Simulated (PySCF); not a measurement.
Structure with atom numbers: `[O:1]=[C:2]([F:3])[F:4]`.

Geometry: GFN2-xTB; GIAO shifts from PySCF 2.14, gas phase, non-relativistic, averaged over equivalent atoms.

At PBE0/pcSseg-1 (68 basis functions, roughly 7 core-seconds):
```csv
atoms,δ (ppm)
O1,316.1
C2,144.0
F3/F4,-25.3
```

Shifts are taken against calculated references (same method and geometry level): H2O for $^{17}$O (σ = 336.08 ppm); TMS for $^{13}$C (σ = 186.93 ppm); $^{19}$F (σ = 170.95 ppm) vs CFCl3.

Problem. Estimate the result of repeating the calculation with WP04/def2-SVPD.

Solution. 
```
atoms  δ at WP04/def2-SVPD  change
   O1                283.8   -32.3
   C2                131.5   -12.5
F3/F4                -14.2   +11.1
```

Chemical shifts δ = σref − σ; H2O for $^{17}$O (σ = 327.63 ppm); TMS for $^{13}$C (σ = 184.85 ppm); $^{19}$F (σ = 203.25 ppm) against CFCl3, all at this level.

The largest change is at O1 (carbonyl oxygen). Cost: 89 basis functions, 3.1 s wall time on 1 thread of an Arm Neoverse V2, shared host.

Unscaled 19F shifts against computed CFCl3 carry errors that often reach 10 to 50 ppm. Unscaled 17O shifts of doubly bonded oxygen tend to come out too high, by tens of ppm or more. Experimental scales use liquid or dissolved standards, which lie at an offset from isolated H2O (liquid H2O: subtract about 36 ppm).
